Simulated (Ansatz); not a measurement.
bcc K was calculated with r²SCAN (PAW; Ansatz, an electronic-structure program).

Settings: plane-wave cutoff 500 eV, 4×4×4 k mesh, Fermi–Dirac smearing 0.1 eV, cell of 54 sites, scalar-relativistic PAW data made under PBE.

Problem. What does this level give for the vacancy formation energy and vacancy formation energy before relaxation?

Solution. 
* **vacancy formation energy**: 0.36 eV
* **vacancy formation energy before relaxation**: 0.41 eV

Measured, for comparison: vacancy formation energy 0.34 eV (not corrected to a static lattice, monovacancy; as tabulated in Garrity and Choudhary (2023), arXiv:2112.11585). Computed (rounded) less measured: vacancy formation energy +0.020 eV.

Note: energies are extrapolated to zero smearing, and mesh and cell size move such values by some hundredths of an eV or more.

The result took roughly 3 core-hours.
